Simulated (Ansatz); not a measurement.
Results of LDA (PAW; Ansatz, a first-principles code) for zinc-blende HgS (metastable phase).

Run with plane-wave cutoff 520 eV, 10×10×10 k mesh, Fermi–Dirac smearing 0.01 eV, scalar-relativistic PAW data made under PBE.

Pressure at four volumes; x = ln(V/24.541 Å³). One pressure is withheld.

| V (Å³/atom) | x | P (GPa) |
|---|---|---|
| 23.068 | -0.0619 | ? |
| 23.559 | -0.0408 | 3.03 |
| 24.541 | 0.0000 | -0.01 |
| 26.013 | 0.0583 | -3.41 |

Q: Pass a parabola P(x) through the three rows shown, estimate the bulk modulus and its pressure derivative near zero pressure, and predict the withheld pressure.

A: Slopes between the rows: (-0.01 − (3.03))/(0.0000 − (-0.0408)) = -74.51 and (-3.41 − (-0.01))/(0.0583 − (0.0000)) = -58.32 GPa. Their difference over the span 0.0991 is c = 16.19/0.0991 = 163.4 GPa, so P(x) = 3.03 + (-74.51)(x − (-0.0408)) + 163.4 (x − (-0.0408))(x − (0.0000)). At the middle row B = −dP/dx = −[-74.51 + 163.4 × 0.0408] = 67.8 GPa, and B′ = dB/dP = 2c/B = 4.8. At x = -0.0619 the parabola gives 4.82 GPa; the run gives 4.84 GPa. The Birch–Murnaghan fit to the energies at all volumes has B0 = 67.4 GPa and B′ = 4.9.

Spin–orbit coupling is not included; it can shift volumes and moduli of such heavy elements.
